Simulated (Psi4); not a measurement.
**CH4 (methane): revPBE/def2-TZVPP**

Aim: the energy change on altering one bond length of CH4 (methane) at revPBE/def2-TZVPP, from 2 runs. 

The calculation is run with Psi4 1.11.

1 further run of the same task is left out (set aside as unsound or not needed).

### Step 1. The molecule

CH4 has 5 atoms, charge 0, and is taken as a singlet. SMILES: `C`. The shape is that of a PBE0-D4/def2-TZVP optimisation.

Bond lengths: C1–H2 1.090 Å, C1–H3 1.090 Å, C1–H4 1.090 Å, C1–H5 1.090 Å. Angles: H2–C1–H3 109.5°, H2–C1–H4 109.5°, H2–C1–H5 109.5°, H3–C1–H4 109.5°, H3–C1–H5 109.5°, H4–C1–H5 109.5°.

### Step 2. Energy and forces at revPBE/def2-TZVPP

Contents of ch4.xyz:

```xyz
5
CH4
C      0.000000     0.000000     0.000000
H      0.159000    -0.243200     1.050200
H     -1.006700     0.395200    -0.132900
H      0.119700    -0.899500    -0.603300
H      0.728100     0.747400    -0.313900
```

Contents of calc.py:

```python
import psi4

psi4.set_memory('1600 MB')
psi4.set_num_threads(1)
psi4.core.set_output_file('psi4.out', False)

with open('ch4.xyz') as f:
    atoms = ''.join(f.readlines()[2:])
geom = psi4.geometry('0 1\n' + atoms + 'symmetry c1\nno_reorient\nno_com')

options = {'basis': 'def2-TZVPP', 'puream': True, 'e_convergence': 1e-09, 'd_convergence': 1e-08, 'scf_type': 'pk', 'dft_radial_points': 99, 'dft_spherical_points': 590}
psi4.set_options(options)

result = psi4.gradient('revpbe')
print('gradient / Eh bohr^-1')
print(result.np.round(6))
for k, v in sorted(psi4.core.scalar_variables().items()):
    print(f'{k:45s} {v:18.10f}')
```

Started as:

```sh
$ python calc.py
```

psi4.out:

```text
[...]
  Running in c1 symmetry.
[...]
  Nuclear repulsion =   13.439764271567618
[...]
  Multiplicity = 1
[...]
  Nalpha       = 5
  Nbeta        = 5
[...]
    Number of basis functions: 87
[...]
   @RKS iter   1:   -40.20099047035409   -1.58619e-01   9.29940e-03 DIIS/ADIIS
[...]
   @RKS iter   8:   -40.51893339489459   -1.87583e-12   6.01617e-09 DIIS
[...]
    Orbital Energies [Eh]
    ---------------------
    Doubly Occupied:
       1A     -9.872965     2A     -0.626743     3A     -0.346082
       4A     -0.346065     5A     -0.346056
[...]
  @RKS Final Energy:   -40.51893339489459
   => Energetics <=
    Nuclear Repulsion Energy =             13.4397642715676184
    One-Electron Energy =                 -79.8603280459262521
    Two-Electron Energy =                  32.7956179808022981
    DFT Exchange-Correlation Energy =      -6.8939876013382495
    Empirical Dispersion Energy =           0.0000000000000000
    VV10 Nonlocal Energy =                  0.0000000000000000
    Total Energy =                        -40.5189333948945887
[...]
 Multipole Moments:
 ------------------------------------------------------------------------------------
     Multipole            Electronic (a.u.)      Nuclear  (a.u.)        Total (a.u.)
 ------------------------------------------------------------------------------------
 L = 1.  Multiply by 2.5417464519 to convert [e a0] to [Debye]
 Dipole X            :         -0.0001769            0.0001890            0.0000121
 Dipole Y            :          0.0001966           -0.0001890            0.0000076
 Dipole Z            :         -0.0001759            0.0001890            0.0000131
 Magnitude           :                                                    0.0000194
[...]
  -Total Gradient:
     Atom            X                  Y                   Z
    ------   -----------------  -----------------  -----------------
       1       -0.000009145367     0.000035806564    -0.000007708842
       2       -0.000685278291     0.001058383660    -0.004545781376
       3        0.004367913899    -0.001719997733     0.000581223780
       4       -0.000514511344     0.003880484326     0.002600964000
       5       -0.003159128540    -0.003254677163     0.001371351853
[...]
```

The script printed:

```text
gradient / Eh bohr^-1
[[-9.000e-06  3.600e-05 -8.000e-06]
 [-6.850e-04  1.058e-03 -4.546e-03]
 [ 4.368e-03 -1.720e-03  5.810e-04]
 [-5.150e-04  3.880e-03  2.601e-03]
 [-3.159e-03 -3.255e-03  1.371e-03]]
CURRENT ENERGY                                    -40.5189333949
CURRENT REFERENCE ENERGY                          -40.5189333949
DD SOLVATION ENERGY                                 0.0000000000
DFT FUNCTIONAL TOTAL ENERGY                       -40.5189333949
DFT TOTAL ENERGY                                  -40.5189333949
DFT VV10 ENERGY                                     0.0000000000
DFT XC ENERGY                                      -6.8939876013
GRID ELECTRONS ALPHA                                4.9999999734
GRID ELECTRONS BETA                                 4.9999999734
GRID ELECTRONS TOTAL                                9.9999999468
NUCLEAR REPULSION ENERGY                           13.4397642716
ONE-ELECTRON ENERGY                               -79.8603280459
PCM POLARIZATION ENERGY                             0.0000000000
PE ENERGY                                           0.0000000000
SCF ITERATION ENERGY                              -40.5189333949
SCF ITERATIONS                                      8.0000000000
SCF TOTAL ENERGY                                  -40.5189333949
TWO-ELECTRON ENERGY                                32.7956179808
XC GRID RADIAL POINTS                              99.0000000000
XC GRID SPHERICAL POINTS                          590.0000000000
XC GRID TOTAL POINTS                           281398.0000000000
```

Wall time 32 s (1 thread of Intel Xeon at 2.50GHz (Skylake/Cascade Lake), shared host); peak memory 1 GiB.

### Step 3. The distorted shape at the same level

Contents of input.json:

```json
{
  "schema_name": "qcschema_input",
  "schema_version": 1,
  "molecule": {
    "schema_name": "qcschema_molecule",
    "schema_version": 2,
    "symbols": ["C", "H", "H", "H", "H"],
    "geometry": [-0.11309633, 0.84987598, 0.57001699, 0.18737012, 0.39029459, 2.55460736, -2.01548362, 1.59669574, 0.31887239, 0.22620022, -1.69980865, -1.14007177, 1.26281326, 2.26225728, -0.02316804],
    "molecular_charge": 0,
    "molecular_multiplicity": 1,
    "fix_symmetry": "c1",
    "fix_com": true,
    "fix_orientation": true
  },
  "driver": "gradient",
  "model": {
    "method": "revpbe",
    "basis": "def2-TZVPP"
  },
  "keywords": {
    "puream": true,
    "e_convergence": 1e-09,
    "d_convergence": 1e-08,
    "scf_type": "pk",
    "dft_radial_points": 99,
    "dft_spherical_points": 590,
    "scf_properties": ["MULLIKEN_CHARGES", "LOWDIN_CHARGES", "MAYER_INDICES"]
  }
}
```

Started as:

```sh
$ psi4 --qcschema input.json -n 1 --memory 1600MB
```

stdout, shortened:

```text
[...]
  Running in c1 symmetry.
[...]
  Nuclear repulsion =   12.283066588732570
[...]
  Multiplicity = 1
[...]
  Nalpha       = 5
  Nbeta        = 5
[...]
    Number of basis functions: 87
[...]
   @RKS iter   1:   -40.06883458071573   -1.32370e-01   9.58572e-03 ADIIS/DIIS
[...]
   @RKS iter  10:   -40.44778922139814   -3.89377e-12   6.90420e-10 DIIS
[...]
  @RKS Final Energy:   -40.44778922139814
   => Energetics <=
    Nuclear Repulsion Energy =             12.2830665887325701
    One-Electron Energy =                 -77.5053060603179915
    Two-Electron Energy =                  31.5389216083446868
    DFT Exchange-Correlation Energy =      -6.7644713581574045
    Empirical Dispersion Energy =           0.0000000000000000
    VV10 Nonlocal Energy =                  0.0000000000000000
    Total Energy =                        -40.4477892213981391
[...]
 Multipole Moments:
 ------------------------------------------------------------------------------------
     Multipole            Electronic (a.u.)      Nuclear  (a.u.)        Total (a.u.)
 ------------------------------------------------------------------------------------
 L = 1.  Multiply by 2.5417464519 to convert [e a0] to [Debye]
 Dipole X            :          0.9949012           -1.0176780           -0.0227768
 Dipole Y            :         -7.4774145            7.6486948            0.1712804
 Dipole Z            :         -5.0154540            5.1303419            0.1148879
 Magnitude           :                                                    0.2074969
[...]
  Mulliken Charges: (a.u.)
   Center  Symbol    Alpha    Beta     Spin     Total
       1     C     3.15658  3.15658  0.00000 -0.31315
       2     H     0.45033  0.45033  0.00000  0.09933
       3     H     0.45033  0.45033  0.00000  0.09934
[...]
  -Total Gradient:
     Atom            X                  Y                   Z
    ------   -----------------  -----------------  -----------------
       1       -0.007209461543     0.054144847970     0.036282254059
       2       -0.001973350759     0.009311845685    -0.000832323629
       3        0.004830340788     0.005575622703     0.006072347216
       4        0.009654625355    -0.072544765178    -0.048657021771
       5       -0.005302084623     0.003512396489     0.007134638247
[...]
```

The result, in JSON:

```text
{
 "driver": "gradient",
 "model": {
  "method": "revpbe",
  "basis": "def2-TZVPP"
 },
 "success": true,
 "return_result": [-0.0072094615430614625, 0.054144847970373805, 0.036282254058636054, -0.0019733507588167096, 0.009311845685383728, -0.0008323236294933145, 0.004830340788286647, 0.005575622702852473, 0.0060723472158273895, 0.00965462535495789, -0.0725447651776113, -0.04865702177138406, -0.005302084623349412, 0.003512396489115832, 0.0071346382474251485],
 "properties": {
  "calcinfo_nbasis": 87,
  "calcinfo_nmo": 87,
  "calcinfo_nalpha": 5,
  "calcinfo_nbeta": 5,
  "calcinfo_natom": 5,
  "nuclear_repulsion_energy": 12.28306658873257,
  "return_energy": -40.44778922139814,
  "return_gradient": [-0.0072094615430614625, 0.054144847970373805, 0.036282254058636054, -0.0019733507588167096, 0.009311845685383728, -0.0008323236294933145, 0.004830340788286647, 0.005575622702852473, 0.0060723472158273895, 0.00965462535495789, -0.0725447651776113, -0.04865702177138406, -0.005302084623349412, 0.003512396489115832, 0.0071346382474251485],
  "scf_one_electron_energy": -77.50530606031799,
  "scf_two_electron_energy": 31.538921608344687,
  "scf_xc_energy": -6.7644713581574045,
  "scf_dipole_moment": [-0.02277680884531086, 0.17128035680469011, 0.11488788137957417],
  "scf_total_energy": -40.44778922139814,
  "scf_total_gradient": [-0.0072094615430614625, 0.054144847970373805, 0.036282254058636054, -0.0019733507588167096, 0.009311845685383728, -0.0008323236294933145, 0.004830340788286647, 0.005575622702852473, 0.0060723472158273895, 0.00965462535495789, -0.0725447651776113, -0.04865702177138406, -0.005302084623349412, 0.003512396489115832, 0.0071346382474251485],
  "scf_iterations": 10
 }
}
```

It took 34 s on 1 thread of Intel Xeon at 2.50GHz (Skylake/Cascade Lake), shared host; peak memory 1 GiB.

### Step 4. What came out

Level: revPBE/def2-TZVPP.

| quantity | value |
| --- | --- |
| first shape: total energy | -40.51893 Eh |
| first shape: dipole moment | 0.00 D |
| first shape: HOMO energy | -9.42 eV |
| first shape: LUMO energy | 0.94 eV |
| first shape: HOMO–LUMO gap | 10.35 eV |
| first shape: largest force on an atom | 0.244 eV/Å |
| distorted shape: total energy | -40.44779 Eh |
| distorted shape: dipole moment | 0.53 D |
| distorted shape: HOMO energy | -7.80 eV |
| distorted shape: LUMO energy | -1.15 eV |
| distorted shape: HOMO–LUMO gap | 6.65 eV |
| distorted shape: largest force on an atom | 4.519 eV/Å |
| energy change with the C1–H4 bond stretched from 1.090 to 1.634 Å | 1.936 eV |

With the C1–H4 bond stretched from 1.090 to 1.634 Å the energy rises by 1.94 eV (187 kJ/mol). The first shape isn't relaxed at this level, so the change isn't measured from a minimum. Mulliken charges (distorted shape) run from -0.31 on C1 to +0.10 on H3.
